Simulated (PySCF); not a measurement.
Molecule: SMILES FC(Cl)Cl, CHCl$_{2}$F.

Structure with atom numbers: `[F:1][CH:2]([Cl:3])[Cl:4]`; H(Xn) means a hydrogen on atom n.

Geometry PBE0-D3(BJ)/def2-SVP throughout; GIAO in PySCF 2.14, gas phase, one conformer, non-relativistic; equivalent atoms averaged; basis pcSseg-2.

Task: How do the shifts δ (against CFCl3, TMS, HCl at the same level) depend on the functional? (ppm; last column core-seconds on shared hosts with different chips, so compare them loosely)

Result: 
| functional | kind | F1 | C2 | Cl3/Cl4 | H(C2) | core-s |
| --- | --- | --- | --- | --- | --- | --- |
| HF | Hartree–Fock | -71.5 | 103.0 | 286.9 | 6.80 | 8.1 |
| LDA | LDA | -97.9 | 131.9 | 422.5 | 7.95 | 14 |
| PBE | GGA | -94.0 | 128.5 | 390.0 | 7.88 | 18 |
| BLYP | GGA | -91.6 | 130.3 | 401.0 | 7.89 | 18 |
| BP86 | GGA | -94.5 | 128.5 | 389.6 | 7.87 | 18 |
| OPBE | GGA | -92.3 | 123.9 | 354.2 | 7.85 | 19 |
| KT2 | GGA | -96.0 | 124.3 | 380.2 | 7.93 | 19 |
| KT3 | GGA | -91.4 | 123.4 | 363.5 | 7.89 | 12 |
| B97-D | GGA | -90.5 | 126.7 | 376.2 | 7.85 | 18 |
| B3LYP | global hybrid | -87.4 | 124.9 | 375.9 | 7.58 | 14 |
| PBE0 | global hybrid | -88.3 | 121.9 | 358.1 | 7.50 | 14 |
| mPW1PW91 | global hybrid | -88.0 | 122.2 | 356.9 | 7.48 | 14 |
| WP04 | global hybrid | -85.4 | 130.2 | 365.5 | 7.43 | 10 |
| B97-2 | global hybrid | -87.1 | 121.5 | 351.1 | 7.52 | 9.9 |
| BHandHLYP | global hybrid | -81.1 | 116.7 | 343.2 | 7.23 | 9.4 |
| CAM-B3LYP | range-separated hybrid | -84.4 | 121.9 | 370.7 | 7.38 | 14 |
| wB97X-D | range-separated hybrid | -85.6 | 120.8 | 354.0 | 7.33 | 15 |
| LC-wPBE | range-separated hybrid | -82.6 | 118.8 | 345.3 | 7.14 | 16 |

Task: Which nucleus moves most, in ppm?

Result: Cl3/Cl4 (chlorine bonded to C): from 286.9 ppm with HF to 422.5 ppm with LDA. The smallest spread is 1.15 ppm, at H(C2). Proton shifts span only some 12 ppm, so a few tenths of a ppm matter as much there as several ppm in carbon.
